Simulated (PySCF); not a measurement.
Method: PySCF energies plus ideal-gas RRHO corrections (1 bar). 'Table' is the NASA 1993 thermochemical table (part measured, part estimated). S°(298 K) at PBE0/def2-TZVP differs from the NASA 1993 table for H2O2 (-8 J/mol/K); whether the harmonic model or the table's entry is off was not settled. 6-31G* has spherical d functions here. All species are closed-shell singlets. No R ln 2 is added for the mirror-image form of H2O2. The harmonic model lacks anharmonicity and excited electronic states, which grow with temperature; levels with a mode under 35 cm⁻¹ are left out. Internal rotation in H2O2 is treated as a harmonic vibration of one conformer, which makes the entropy rough.

Harmonic frequencies at HF/6-31G* (cm⁻¹): 408, 1145, 1496, 1632, 4076, 4078. Point group C2; S°(298 K) = 225.8 J/mol/K at this level.

### Question
Work out Cp and S° of gaseous H2O2 at 500, 800, 1200, 1600, 2000 K from these, and set them beside the table.

### Answer
```csv
T (K),Cp HF/6-31G*,Cp table,S° HF/6-31G*,S° table
500,48.2,50.1,248.7,258.3
800,56.6,58.5,273.3,283.9
1200,64.1,65.6,297.8,309.0
1600,69.3,70.4,316.9,328.6
2000,72.8,73.9,332.8,344.7
```
Units J/mol/K.
